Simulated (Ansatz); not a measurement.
1T (CdI2-type) ZrSe₂, treated with LDA (Ansatz, a quantum-chemistry and plane-wave program, PAW).

Numerical settings: plane-wave cutoff 520 eV, 12×12×6 k mesh (along the axes of the cell as run), Fermi–Dirac smearing 0.01 eV, scalar-relativistic PAW data made under PBE.

Starting structure:

```
ZrSe2
1.0
    3.77000     0.00000     0.00000
   -1.88500     3.26492     0.00000
    0.00000     0.00000     6.14000
Zr Se
1 2
Direct
  0.00000   0.00000   0.00000
  0.33333   0.66667   0.25500
  0.66667   0.33333   0.74500
```

Problem. Into what structure does the relaxation of cell and atoms lead at this level, with the symmetry of the start kept?

Solution. The volume shrinks by 7.0 %; final space group P-3m1.
```
ZrSe2
1.0
    3.69428     0.00000     0.00000
   -1.84714     3.19934     0.00000
    0.00000     0.00000     5.94831
Zr Se
1 2
Direct
  0.00000   0.00000   0.00000
  0.33333   0.66667   0.26615
  0.66667   0.33333   0.73385
```

Note: the solid has no gap at this level, which affects its response.
